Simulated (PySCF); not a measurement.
## BF⁺: from constants to spectrum

PBE0 constants of BF⁺, ²Σ⁺ (doublet), unpaired electrons σ ↑ (PySCF, no relativity, basis sets B def2-TZVP, F def2-TZVP; masses 11.0093 and 18.9984 u):

```
ωe              : 1707.1 cm⁻¹
ωexe            : 10.5 cm⁻¹
Be              : 1.6454 cm⁻¹
αe              : 0.0158 cm⁻¹
D (centrifugal) : 6.11e-06 cm⁻¹
De to B⁺ + F    : 5.60 eV
```

Problem. Give the vibrational terms G(v) and spacings up to v = 6.

Solution. G(v) = ωe(v+½) − ωexe(v+½)².

```
v  G(v) (cm⁻¹)  G(v) − G(v−1)  Bv (cm⁻¹)
0          851                     1.637
1         2537           1686      1.622
2         4202           1665      1.606
3         5846           1644      1.590
4         7469           1623      1.574
5         9071           1602      1.558
6        10653           1581      1.543
```

Problem. How well does the Morse estimate ωe²/(4ωexe) reproduce De, and what is D0?

Solution. It gives 8.60 eV, 154 % of the computed De. D0 = De − G(0) = 5.60 − 0.11 = 5.49 eV.

For an ion De counts to the pair picked by the measured ionisation energies or electron affinities, which need not be the lowest pair at this level. The state is the lowest determinant that a PBE0 search found; another state may lie lower at other levels.
